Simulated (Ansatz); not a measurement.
Reaction (formal hydrolysis of the Na–F bond): `[F][Na]` + H₂O → `[OH][Na]` + H–F

Gas-phase electronic energies from Ansatz, PBE0-D4/def2-TZVP geometries. CCSD(T)/CBS is the MP2 limit (def2-TZVPP, def2-QZVPP) plus CCSD(T) − MP2 in def2-TZVPP, frozen cores. This one scheme is used for every species. Functionals use def2-TZVPP. For Na outer-core shells are correlated without core-valence functions, which leaves a few kJ/mol of doubt a bond.

```csv
level,ΔE (kJ/mol)
B97M-V,82.6
r2SCAN0-D4,78.8
```

Q: What does CCSD(T)/CBS give? (An estimate is asked.)

A: Computed: +73.5 kJ/mol. The listed levels differ from it by 9.1, 5.3 kJ/mol.

Q: What do rigid-rotor, harmonic-oscillator terms from PBE0-D4/def2-TZVP frequencies (298.15 K, 1 bar) make of the CCSD(T)/CBS value? (Estimate.)

A: Computed: ΔZPE = -5.3 kJ/mol, ΔH = +70.0 kJ/mol, ΔS = 4 J/(mol·K), ΔG = +68.9 kJ/mol.

Largest T1 diagnostic among the species: 0.013.

In def2-TZVPP, CCSD(T) changes the Hartree–Fock value by −8.8 kJ/mol (the triples alone add −0.9 kJ/mol) and MP2 by −10.7 kJ/mol. Leaving LDA and LC-ωPBE aside and taking each functional with its dispersion term where it has one, the values, not all of them listed here, spread over 5.4 kJ/mol, from PBE-QIDH to B97M-V. LDA lies −5.5 kJ/mol from PBE without D4.
